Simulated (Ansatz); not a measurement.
**NaB (triplet): from Hartree-Fock to the top rungs, def2-QZVPP**

An exercise on one series of results from a longer session: the logs are not shown, and one member is left open.

Method: def2-QZVPP, core rule «outside noble gas», up to 6 orbitals frozen; program: Ansatz 0.2.0, Gaussian basis.

To be run: UHF; ROHF; CCSD(T) on UHF.

2 further runs of the same task are left out: 2 set aside as unsound or not needed.

## What is computed

The geometry is a PBE0/def2-TZVP stationary point (not a proven minimum) of the parent state, kept for this charge and spin.

2 atoms, charge 0, spin multiplicity 3.

Atoms are counted from 1 here; the program's logs count them from 0.

Bond lengths: B1–Na2 2.702 Å.

Set-up of the first run:

in.yaml reads:

```yaml
crystal:
  periodic: [false, false, false]
  atoms:
    - {symbol: B, position_ang: [0.000000, 0.000000, 0.000000]}
    - {symbol: Na, position_ang: [0.000000, 0.000000, 2.702200]}
basis:
  gaussian: {orbitals: "def2-QZVPP.json"}
magnetization: {spin_polarized: true, initial_magnetization: 2}
hamiltonian: {xc: hf}
output: {orbitals: {seedname: orbitals}}
```

Launch:

```
> ansatz run in.yaml --threads 1 --pin off --events-out ev --progress --plain --max-ram 2393MiB
```

Steps of the session up to this table: UHF; ROHF; CCSD(T) on UHF.

One of the session's tables, all rows but one given; the rest of the session is left out.

```
  method  from UCCSD(T) (meV)
    ROHF                    ?
     UHF              +2297.0
    UMP2               +601.6
   UCCSD                +93.5
UCCSD(T)                    0
```

**Question.** Estimate the row for ROHF.

The run gave: from UCCSD(T) (meV): +2413.1. In the column «from UCCSD(T) (meV)» it is the highest.
